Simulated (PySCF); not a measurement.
**Reading a saddle point**

A first-order saddle point of BPNH7, closed shell, PBE0-D4/def2-TZVP, with one imaginary mode of 1338i cm⁻¹:

```
10
angstrom
B 0.0498 -0.7383 0.4662
N 1.0235 0.4779 0.6829
H 0.5839 -1.7176 0.0093
H -0.6972 -0.9435 1.3894
H 0.2457 1.1346 -0.4310
P -0.9370 0.2250 -1.0029
H 1.9981 0.2816 0.4933
H 0.9591 0.9195 1.5912
H -0.9372 -0.2457 -2.3334
H -2.2886 0.6066 -0.8650
```

PySCF 2.14 with density fitting (its default auxiliary sets; JK sets also for MP2 and CCSD(T)); basis: def2-TZVPP and def2-QZVPP; cores frozen in the correlated methods. Extrapolation: Hartree–Fock as exp(−7.88 √X), correlation as X^−2.97.

Question: Which contacts change along the imaginary mode, and what lies on either side? (A judgement: the text doesn't fix the answer.)

Answer: Computed: The step is BNH₄ ([BH2][NH2]) + PH₃ → BPH₄ ([BH2][PH2]) + NH₃ (still joined by a long B–N bond), with the molecules in contact on both sides. Shortening one way: B1–P6, N2–H5; lengthening the same way: B1–N2, H5–P6.
| pair | one side (Å) | saddle (Å) | other side (Å) |
| --- | --- | --- | --- |
| B1–P6 | 3.46 | 2.01 | 1.97 |
| N2–H5 | 3.39 | 1.51 | 1.02 |
| B1–N2 | 1.39 | 1.57 | 1.64 |
| H5–P6 | 1.42 | 1.60 | 2.93 |

Question: Which side is lower, and how far does the saddle lie above each? (Judge from chemistry; the value comes from the calculation.)

Answer: By the calculation: The side with B1–N2, H5–P6 short is lower by 7.6 kJ/mol; the saddle lies 156.0 kJ/mol above it and 148.4 kJ/mol above the other (CCSD(T) at an estimated basis limit (MP2 extrapolated from triple and quadruple zeta, plus CCSD(T) − MP2 in triple zeta); electronic energies).

T1 diagnostic: at most 0.013.

Labels in which every atom is bracketed show which atoms are joined, not bond orders.

For scale, one of the runs: CCSD(T)/def2-TZVPP, 202 basis functions, launched by `OMP_NUM_THREADS=4 python run.py`. The run took 4.9 min on 4 CPU threads of an Arm Neoverse V2 (shared host), with 2.3 GiB of host memory at its peak.
